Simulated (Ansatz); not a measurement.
Steps of a relaxation of H3SSi, SMILES `[SiH3][S]` radical with UKS PBE0-D4/def2-TZVP.

```sh
$ ansatz run in.yaml --threads 2 --pin off --events-out ev --progress --plain --max-ram 32768MiB --backend cpu
```

```yaml
crystal:
  periodic: [false, false, false]
  atoms:
    - {symbol: Si, position_ang: [-0.110365, -0.042285, -0.029356]}
    - {symbol: S, position_ang: [1.983886, -0.290490, 0.289912]}
    - {symbol: H, position_ang: [-0.960374, -0.681493, 1.036243]}
    - {symbol: H, position_ang: [-0.571196, -0.517151, -1.381683]}
    - {symbol: H, position_ang: [-0.292151, 1.457719, 0.043484]}
basis:
  gaussian: {orbitals: def2-TZVP}
magnetization: {spin_polarized: true, initial_magnetization: 1}
hamiltonian: {xc: pbe0, dispersion: d4}
relax: {f_tol: 0.005, max_steps: 150}
```

Positions (Å) and forces (eV/Å) along the path, 4 of 4 steps:

```xyz
5
step=1 energy=-18754.5748 eV
Si   -0.110   -0.042   -0.029   -0.224    0.211   -0.023
S     1.984   -0.290    0.290   -0.276   -0.007   -0.044
H    -0.960   -0.681    1.036    0.258    0.102   -0.243
H    -0.571   -0.517   -1.382    0.166    0.064    0.323
H    -0.292    1.458    0.043    0.075   -0.370   -0.013
5
step=2 energy=-18754.5903 eV
Si   -0.125   -0.026   -0.031   -0.036    0.010   -0.005
S     1.952   -0.299    0.285    0.031   -0.002    0.005
H    -0.937   -0.686    1.030    0.025    0.057   -0.079
H    -0.551   -0.522   -1.369   -0.002    0.046    0.089
H    -0.289    1.459    0.044   -0.018   -0.112   -0.010
5
step=3 energy=-18754.5916 eV
Si   -0.120   -0.027   -0.030   -0.005   -0.004   -0.001
S     1.958   -0.300    0.285    0.003   -0.001    0.000
H    -0.938   -0.680    1.023    0.000   -0.002    0.008
H    -0.555   -0.517   -1.362    0.002   -0.001   -0.008
H    -0.295    1.450    0.042    0.000    0.007    0.001
5
step=4 energy=-18754.5916 eV
Si   -0.121   -0.027   -0.030   -0.002    0.000    0.000
S     1.958   -0.300    0.285    0.002    0.000    0.000
H    -0.938   -0.680    1.024    0.000    0.000    0.000
H    -0.554   -0.517   -1.363    0.000    0.000    0.000
H    -0.295    1.450    0.042    0.000    0.000    0.000
```

Hardware: 2 threads of an AMD EPYC 7R13 on a shared host. Wall time 37 s, peak host memory 0.28 GiB.
